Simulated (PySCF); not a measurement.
CH2Cl2, SMILES ClCCl.

Coordinates come from a r2SCAN-D4/def2-TZVP optimisation.

Two levels are set side by side: TDDFT-PBE/def2-SVPD (PySCF) and TDDFT-CAM-B3LYP/def2-SVPD (PySCF). Vertical, same geometry. The lowest singlet is HOMO→LUMO 99 % with PBE and HOMO→LUMO 87 % with the other functional; states are paired by order. Differences are taken from unrounded values.

| quantity | TDDFT-CAM-B3LYP |
|---|---|
| lowest singlet excitation (eV) | 6.97 |
| lowest triplet excitation (TDA) (eV) | 6.34 |

Problem. What does TDDFT-PBE give, and how far is it from TDDFT-CAM-B3LYP? (An estimate is asked for; the answer gives what the named calculation found.)

Solution. 
| quantity | TDDFT-PBE | TDDFT-PBE minus TDDFT-CAM-B3LYP |
|---|---|---|
| lowest singlet excitation (eV) | 6.21 | -0.76 |
| lowest triplet excitation (TDA) (eV) | 5.78 | -0.56 |

A lower first singlet is the usual sign of a functional without exact exchange. Differences between two approximate levels are no errors against the true value.

Rough cost on one machine, each run with all the roots and properties that it gave: TDDFT-CAM-B3LYP against TDDFT-PBE about 5 times.
